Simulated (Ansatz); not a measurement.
The same path of C4H10O2 (16 atoms, charge 0, multiplicity 1) was run 3 times with different band settings. The coordinate that changes most is the dihedral O5–C3–C4–H11.

All numbers below come from RKS PBE0-D4/def2-SVP (Ansatz 0.2.0).

Relaxed end points:

```xyz
16
Properties=species:S:1:pos:R:3
C -1.249 -1.370 1.285
O -0.364 -1.467 0.204
C 0.319 -0.303 -0.080
C 1.316 -0.606 -1.175
O -0.607 0.678 -0.472
C -0.198 1.995 -0.275
H -1.695 -2.362 1.437
H -0.722 -1.074 2.214
H -2.051 -0.638 1.092
H 0.842 0.065 0.838
H 2.018 -1.385 -0.847
H 0.773 -0.964 -2.061
H 1.890 0.292 -1.446
H 0.062 2.195 0.784
H -1.033 2.651 -0.557
H 0.677 2.271 -0.896
```

```xyz
16
Properties=species:S:1:pos:R:3
C -1.323 -1.362 1.215
O -0.436 -1.455 0.135
C 0.306 -0.316 -0.094
C 1.291 -0.617 -1.200
O -0.569 0.728 -0.443
C -0.097 2.012 -0.179
H -1.820 -2.335 1.318
H -0.787 -1.136 2.159
H -2.084 -0.581 1.052
H 0.843 -0.016 0.840
H 1.902 0.266 -1.433
H 1.958 -1.439 -0.905
H 0.733 -0.914 -2.099
H 0.181 2.142 0.886
H -0.904 2.720 -0.416
H 0.784 2.282 -0.794
```

Common settings: climbing image yes; optimiser quadratic models (default); start path through a guess of the saddle point; force threshold 0.05 eV/Å; end points relaxed.

| run | movable images | spring | iteration limit |
| --- | --- | --- | --- |
| 1 | 5 | 5.0 eV/Å² | 48 |
| 2 | 3 | 5.0 eV/Å² | 60 |
| 3 | 5 | 50.0 eV/Å² | 56 |

Task: What does each run give, and how far can it be trusted?

Result: Run 1: converged after 15 iterations, highest image 0.134 eV above the first end. The profile has 2 maxima (images 1, 4) with wells between them (image 3): this band takes more than one step, which may be the mechanism or a detour left from its start path. A vibrational analysis at the climbing image gives one clearly imaginary mode, 228i cm⁻¹: a first-order saddle point.
Run 2: converged after 12 iterations, highest image 0.134 eV above the first end. The profile has 2 maxima (images 1, 3) with wells between them (image 2): this band takes more than one step, which may be the mechanism or a detour left from its start path. Another band between the same ends (5 images) ends at a top of the same energy, where a vibrational analysis finds 1 clearly imaginary mode. So few images can step over the top or miss a turn of the path.
Run 3: converged after 14 iterations, highest image 0.134 eV above the first end. The profile has 2 maxima (images 2, 5) with wells between them (image 3): this band takes more than one step, which may be the mechanism or a detour left from its start path. Another band between the same ends (5 images) ends at a top of the same energy, where a vibrational analysis finds 1 clearly imaginary mode.
